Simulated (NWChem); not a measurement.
System: CH3S anion

NWChem input:

```
start job
memory heap 200 mb stack 900 mb global 1100 mb
charge -1
geometry units angstroms noautosym nocenter noautoz
  C      0.000000     0.000000    -1.100113
  S      0.000000     0.000000     0.747029
  H      0.724944     0.724944    -1.513369
  H      0.265348    -0.990292    -1.513369
  H     -0.990292     0.265348    -1.513369
end
basis spherical
  C library 6-31+g*
  S library 6-31+g*
  H library 6-31+g*
end
dft
  xc xpbe96 cpbe96
  iterations 150
end
cosmo
  do_cosmo_smd true
  solvent propnol2
end
task dft energy
```

Geometry: optimised at B3LYP/def2-SVPD. The gas-phase anion has a positive highest level at the geometry level, so the gas reference is doubtful. Solvent: 2-propanol.

Level: PBE/6-31+G* with SMD (1 M gas to 1 M solution), gas-phase geometry. Reactions with the solvent are ignored.

Question: What results follow from this input? (PBE/6-31+G* (spherical d), SMD on the gas-phase geometry.) Quantities: solvation free energy (kcal/mol); cavity-dispersion-structure term (kcal/mol).

Answer: 
```yaml
solvation free energy (kcal/mol): -62.4
cavity-dispersion-structure term (kcal/mol): -1.1
```
